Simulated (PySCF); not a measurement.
# C3H3ClO: the cost of one run

Programs: PySCF 2.14.0, with density-fitted response routines of our own. Each step states its level of theory. These are calculated values for one molecule in the gas phase, unless marked as measured. Atoms are numbered from 0 throughout.

**1. The molecule as given**

8 atoms, charge 0, multiplicity 1; geometry from: GFN2-xTB.

Bonds of the start (Å): C0–C1 1.33, C1–C2 1.46, C2–O3 1.19, C2–Cl4 1.77, C0–H5 1.08, C0–H6 1.08, C1–H7 1.08.

**2. Relaxing the molecule at PBE0-D3(BJ)/def2-SVP**

The job: settings as JSON, then the geometry in Å.

```
{"job": {"xc": "PBE0", "basis": "def2-SVP", "d3": "d3bj", "grid": 1, "kind": "geom"}, "charge": 0, "multiplicity": 1}
C     -1.279367    -0.154271    -0.096061
C     -0.101181     0.123951     0.451889
C      1.124745     0.017524    -0.337748
O      1.245625    -0.296704    -1.476949
Cl     2.558747     0.432296     0.620520
H     -1.347192    -0.460684    -1.127300
H     -2.197518    -0.085449     0.461164
H      0.005198     0.432749     1.479921
```

Command:

```console
OMP_NUM_THREADS=1 python probes_run.py task.json out
```

The driver reads the jobs from task.json and runs them one after another.

**Question.** How long does this first job take on 1 thread of Intel Xeon Platinum 8488C, shared host, and how much memory does it need?

About 14 s, with a peak of 0.39 GiB.
